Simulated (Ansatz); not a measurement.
Results of r²SCAN (Ansatz, an electronic-structure program, plane waves, PAW) for 1T (CdI2-type) PtS2.

Settings: plane-wave cutoff 600 eV, 12×12×8 k mesh (along the axes of the cell as run), finite displacements, scalar-relativistic PAW data made under PBE.

Cell (measured lattice):

Space group P-3m1 (No. 164); a = b = 3.542 Å, c = 5.043 Å, α = β = 90.00°, γ = 120.00°

```json
[
 {"atom": "Pt", "site": "1a", "symmetry": "-3m.", "x": "0.0000", "y": "0.0000", "z": "0.0000"},
 {"atom": "S", "site": "2d", "symmetry": "3m.", "x": "0.3333", "y": "0.6667", "z": "0.2430"}
]
```

Task: Predict the high-frequency dielectric constant (mean over three axes) and dielectric constant ε0 (ions relaxed) (mean over three axes).

Result: 
- high-frequency dielectric constant (mean over three axes): 15.9
- dielectric constant ε0 (ions relaxed) (mean over three axes): 17.2

Note: the cell isn't this level's own, so it is under some stress, which shifts stiffness and frequencies.

Spin–orbit coupling is not included.
